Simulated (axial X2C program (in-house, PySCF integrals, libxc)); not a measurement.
**Spin–orbit effects down a group: molecules with O (ions), CCSD**

All values come from calculations with an axial X2C code built on PySCF integrals, spin-free (one-electron X2C) or two-component (2c: spin–orbit coupling with atomic mean-field Coulomb and Gaunt terms, which also bring small scalar terms), in Dyall basis sets with cores contracted in-house; open shells are unrestricted.

Basis sets: H dyall-v3z, Li dyall-cv3z, Na dyall-cv3z, O dyall-av3z. Frozen shells (counts by l): OH⁺ O 1s, H none, 6 electrons correlated; LiO⁺ O 1s, Li 1s, 6 electrons correlated; NaO⁺ Na 1s, O 1s, 14 electrons correlated. Coupled cluster in natural virtuals with an MP2 remainder. Where the outer core of a metal is frozen, bonds come out longer and ionisation energies lower. Frozen cores can differ along the series, which adds to the trend.

| molecule | spin-free state | Re (Å) | ωe (cm⁻¹) | De (eV) | 2c state | Re 2c (Å) | ωe 2c (cm⁻¹) | De 2c (eV) |
| --- | --- | --- | --- | --- | --- | --- | --- | --- |
| OH⁺ | M_S = 1, Λ = 0 | 1.029 | 3135.0 | 5.00 | Ω = 1 | 1.029 | 3135.1 | 5.00 |
| LiO⁺ | M_S = 1, Λ = 0 | 2.099 | 351.5 | 0.48 | Ω = 1 | 2.099 | 351.4 | 0.48 |
| NaO⁺ | M_S = 1, Λ = 0 | 2.497 | 190.6 | 0.30 | Ω = 1 | 2.497 | 190.6 | 0.30 |

Work out the shifts from the spin-free to the two-component result.



| molecule | 2c state | ΔRe (Å) | Δωe (cm⁻¹) | ΔDe (eV) |
| --- | --- | --- | --- | --- |
| OH⁺ | Ω = 1 | 0.000 | 0.1 | 0.00 |
| LiO⁺ | Ω = 1 | 0.000 | -0.1 | 0.00 |
| NaO⁺ | Ω = 1 | 0.000 | 0.0 | 0.00 |

Shifts of one unit in the last digit are rounding.

Fragments in 2c: O+ + H, O + Li+, Na+ + O. Each entry is the lowest single determinant of a limited PBE0 search at one distance. De goes to single-determinant-based atoms at the same level (for ions the charge split of lowest energy) and is withheld (n/a) where an atom does not fit its ground term or J level. Main or longest-lived isotopes. One determinant is a doubtful description, or other states lie close, for OH⁺, LiO⁺, NaO⁺; these need not be ground states, and all values refer to the states named. Some open-shell Ω = 0 determinants are out of reach, so the Ω given for OH⁺, LiO⁺, NaO⁺ need not be the lowest component. With several unpaired electrons the Ω given is that of one determinant, not necessarily of the lowest component.
